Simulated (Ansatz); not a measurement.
Born–Oppenheimer molecular dynamics of C$_{3}$H$_{7}$NO$_{2}$ (13 atoms, charge 0, multiplicity 1). It starts from a relaxed structure.

The calculation used RKS PBE0/STO-3G in Ansatz 0.2.0.

```json
{
 "ensemble": "NVT, Langevin thermostat",
 "time step": "1 fs",
 "steps asked": "233",
 "set temperature": "300 K",
 "friction": "0.05 /fs",
 "seed": "395179"
}
```

First frame:

```xyz
13
Properties=species:S:1:pos:R:3
N -0.687 0.868 1.104
C -0.950 -0.098 0.252
O -2.069 -0.933 0.227
C 0.047 -0.402 -0.876
C 1.512 -0.090 -0.404
O 1.701 1.275 0.014
H -1.477 0.931 1.818
H -2.636 -0.607 1.011
H -0.207 0.223 -1.748
H -0.058 -1.457 -1.173
H 2.196 -0.291 -1.251
H 1.759 -0.827 0.396
H 0.889 1.373 0.646
```

Q: What does the run give?

A: All steps were run.

| Property | Result |
| --- | --- |
| steps done | 233 |
| time covered | 233 fs |
| mean temperature over the second half | 294 K |
| spread of the potential energy over the second half | 8.2 meV per atom |
| mean potential energy of the second half above the start | 28.4 meV per atom |

A run of 0.23 ps of so small a system gives no equilibrium averages. Limits of this set-up: minimal basis.

Q: What happens to the structure?

A: The same pairs are bonded in the first frame and the last. Pairs count as bonded within 1.25 times the sum of covalent radii (0.12 Å more for H–H). Another seed would give other details.

Q: How do temperature and energy run in time?

A: 
```
time (fs)  T (K)  potential energy less start (eV)
      0.0    277                             0.000
     19.0    201                             0.232
     38.0    332                             0.370
     57.0    420                             0.351
     76.0    299                             0.581
     95.0    294                             0.585
    114.0    236                             0.295
    133.0    230                             0.181
    152.0    378                             0.309
    171.0    258                             0.415
    190.0    344                             0.360
    209.0    248                             0.460
    228.0    363                             0.323
```

Run time: 6.8 min on 1 thread of Arm Neoverse V2 (shared host), peak memory 0.087 GiB.
